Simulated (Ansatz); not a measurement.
```yaml
crystal:
  periodic: [false, false, false]
  atoms:
    - {symbol: Al, position_ang: [-1.435154, 0.171763, 0.000866]}
    - {symbol: Ga, position_ang: [1.257037, -0.286873, -0.000939]}
    - {symbol: B, position_ang: [3.196937, -0.482082, -0.002050]}
    - {symbol: H, position_ang: [-3.018821, 0.597192, 0.002123]}
basis:
  gaussian: {orbitals: def2-TZVP}
magnetization: {spin_polarized: true, initial_magnetization: 2}
hamiltonian: {xc: pbe0}
relax: {f_tol: 0.004, max_steps: 80}
```

```sh
$ ansatz run in.yaml --threads 1 --pin off --events-out ev --progress --plain --max-ram 2176MiB
```

Steps of the relaxation (energy above the last step; positions in Å, forces in eV/Å):

```
4
step 1, 2372.0 meV
Al   -1.435    0.172    0.001    0.455   -0.171    0.000
Ga    1.257   -0.287   -0.001   -2.332    0.342    0.001
B     3.197   -0.482   -0.002    1.659   -0.179   -0.001
H    -3.019    0.597    0.002    0.218    0.008    0.000
```

```
4
step 2, 2051.2 meV
Al   -1.299    0.095    0.001   -0.389   -0.283    0.000
Ga    1.071   -0.230   -0.001   -0.864    0.451    0.001
B     3.075   -0.463   -0.002    0.811   -0.216   -0.001
H    -2.847    0.598    0.002    0.442    0.048    0.000
```

```
4
step 3, 1970.1 meV
Al   -1.299   -0.100    0.000   -1.422   -0.008    0.001
Ga    0.972   -0.089   -0.001    1.396    0.138   -0.001
B     3.043   -0.485   -0.002   -0.229   -0.034    0.000
H    -2.715    0.674    0.002    0.255   -0.096    0.000
```

```
4
step 12, 1148.7 meV
Al   -0.850   -0.136    0.000    0.363    0.076    0.000
Ga    1.350    0.999    0.000    0.259   -0.094    0.000
B     1.953   -1.018   -0.002   -0.841    0.303    0.001
H    -2.453    0.155    0.001    0.219   -0.285    0.000
```

```
4
step 13, 888.6 meV
Al   -0.770   -0.127    0.000    0.374   -0.061    0.000
Ga    1.403    1.060    0.001    0.330   -0.097    0.000
B     1.758   -1.013   -0.002   -1.014    0.439    0.001
H    -2.392    0.079    0.001    0.310   -0.281    0.000
```

```
4
step 14, 577.0 meV
Al   -0.694   -0.132    0.000    0.185   -0.403   -0.001
Ga    1.456    1.101    0.001    0.591    0.042    0.000
B     1.565   -0.989   -0.002   -1.189    0.593    0.001
H    -2.327    0.020    0.001    0.413   -0.233    0.000
```

```
4
step 17, 9.8 meV
Al   -0.719   -0.204    0.000    0.409    0.068    0.000
Ga    1.786    1.160    0.000    0.019    0.040    0.000
B     1.231   -0.807   -0.001   -0.215   -0.037    0.000
H    -2.297   -0.150    0.001   -0.213   -0.072    0.000
```

```
4
step 20, 0.0 meV
Al   -0.717   -0.145    0.000   -0.001   -0.001    0.000
Ga    1.828    1.151    0.000    0.002    0.003    0.000
B     1.199   -0.800   -0.001   -0.001   -0.002    0.000
H    -2.310   -0.206    0.001    0.001    0.000    0.000
```

Close pairs at the end: Al1–H4 1.595 Å, Al1–B3 2.025 Å, Ga2–B3 2.049 Å, Al1–Ga2 2.855 Å.

A stationary point of unrestricted PBE0 after 20 steps, with ⟨S²⟩ = 2.014 against 2.00 for a pure state; no frequencies were run, so it isn't proven a minimum. 4.1 min on 1 thread of Arm Neoverse V1, shared host.
